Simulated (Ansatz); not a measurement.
Base system: GaP in the zinc blende structure (space group F-43m, No. 216; a = 5.451 Å).

The values are results of Kohn–Sham DFT with the r2SCAN functional, run in Ansatz (an electronic-structure program) with PAW and 500 eV plane waves, no SOC, not measurements.

Modification: As takes the place of P on all its sites; the structure is relaxed again.

Measured band gap: GaP 2.43 eV (static lattice; corrected from measurement; as listed in Wei Chen et al., Physical Review Materials (2018)); GaAs 1.57 eV (static lattice; corrected from measurement; as listed in Wei Chen et al., Physical Review Materials (2018)).

Measured lattice parameter a: GaP 5.439 Å (static lattice; corrected from measurement; as listed in Daniel Mejia-Rodriguez, S. B. Trickey, Phys. Rev. B (2018)); GaAs 5.64 Å (static lattice; corrected from measurement; as listed in Daniel Mejia-Rodriguez, S. B. Trickey, Phys. Rev. B (2018)).

Question: How well does r2SCAN reproduce the measured shift?

Answer: With r2SCAN the band gap moves by -0.89 eV (1.85 → 0.96) against -0.86 eV measured; the lattice parameter a moves by +0.215 Å (5.451 → 5.667) against +0.201 Å measured.

Whether these cells are dynamically stable was not tested.
